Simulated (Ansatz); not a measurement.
Ideal-gas functions of `O[Si]O` at 600 K and 1 bar, from an Ansatz frequency run at PBE0-D4/def2-TZVP.

Molar mass 62.1 g/mol, point group Cs (symmetry number 1), electronic degeneracy 1, moments of inertia 19.118, 56.525, 75.643 u Å². Harmonic wavenumbers (cm⁻¹, unscaled): 324, 452, 517, 783, 803, 855, 913, 3837, 3898.

Use S(trans) = R[1.5 ln M + 2.5 ln T − 1.1517]; rotational temperatures θ = 24.2544 K / I; S(rot) = R[ln(√π/σ · √(T³/θAθBθC)) + 1.5]; for each mode x = 1.438777 ν̃/T, S = R[x/(eˣ − 1) − ln(1 − e⁻ˣ)] and H = RT x/(eˣ − 1); 1 cm⁻¹ = 0.0119627 kJ/mol; R = 8.31446 J/(mol·K).

Q: By hand: the entropy, in J/(mol·K).

A: Translation 174.9. Rotation: θ = 1.2687, 0.4291, 0.3206 K, giving 104.3. Vibration, mode by mode: 10.62, 8.04, 7.04, 4.20, 4.04, 3.66, 3.28, 0.01, 0.01, in all 40.9. Electronic 0.0. Sum 320.1 J/(mol·K).

Q: By hand: H − E and G − E in kJ/mol, counted from the electronic energy.

A: Zero-point energy ½ × 12382 × 0.0119627 = 74.1; thermal vibration 14.8; translation, rotation and pV give 4 RT = 20.0. H − E = 108.9 kJ/mol, and G − E = 108.9 − 600 × 320.1/1000 = -83.2 kJ/mol.

Vibration gives 13 % of the entropy. The sum counts one conformer and one mirror image; others add a mixing term.
